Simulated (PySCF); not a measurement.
## Gas-phase XPS of phosphorous acid, computed

Species: phosphorous acid, H3O3P.
Geometry (GFN2-xTB, Å), atoms numbered from 1 in this order:
```xyz
7
H3O3P angstrom
O      1.1108   -0.8206   -0.4107
P      0.0914    0.0128    0.5535
O      0.0806    1.4096   -0.2904
O     -1.3070   -0.6027   -0.0199
H      2.0354   -0.6243   -0.2721
H     -0.4755    2.0919    0.0809
H     -1.5324   -1.4620    0.3315
```

The calculation used delta-SCF UKS SCAN, pcX-2 on the ionised atom, pcseg-1 elsewhere, spin-free X2C in PySCF 2.14.0. Vertical ΔSCF values, vacuum level as zero.

Problem. What binding energy does each computed site have?

Solution. 
```
 atom(s)  bonded to  level  binding energy (eV)  count
O1/O3/O4    H and P   O 1s               538.95      3
      P2        3 O   P 1s              2152.98      1
```

Problem. Which effective nuclear charge Zeff reproduces each element's mean 1s value in the hydrogen-like formula E = 13.606 eV × Zeff²?

Solution. O (Z = 8): mean 538.9 eV, Zeff = 6.29, Z − Zeff = 1.71; P (Z = 15): mean 2153.0 eV, Zeff = 12.58, Z − Zeff = 2.42. Means run over the listed sites, weighted by atom count.

Atoms equivalent by their bonding share one computed value, that of the first of them. Not every level is listed. The structure is a single GFN2-xTB conformer in the gas phase; no vibrational or solvent corrections.
